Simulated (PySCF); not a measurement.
Level of theory: PySCF with PBE-D3(BJ)/def2-TZVP // r2SCAN-D4/def2-TZVP. All species are isolated molecules in the gas phase. Excitations are Tamm–Dancoff values on a coarser integration grid. The basis has no diffuse functions, so Rydberg states are missing or too high.

Reference species (SMILES): `C=O` (neutral, multiplicity 1).

```yaml
brightest of the four lowest singlets (TDA): 7.34 eV
HOMO: -6.19 eV
hole reorganisation energy (four-point): 0.042 eV
```

Changed species: `[GeH2]=[O]`.

Problem. What does the change do to the brightest of the four lowest singlets (TDA), HOMO and hole reorganisation energy (four-point)?

Solution. the brightest of the four lowest singlets (TDA) falls by 2.06 eV, to 5.28 eV; the HOMO falls by 0.06 eV, to -6.25 eV; the hole reorganisation energy (four-point) rises by 0.374 eV, to 0.416 eV.
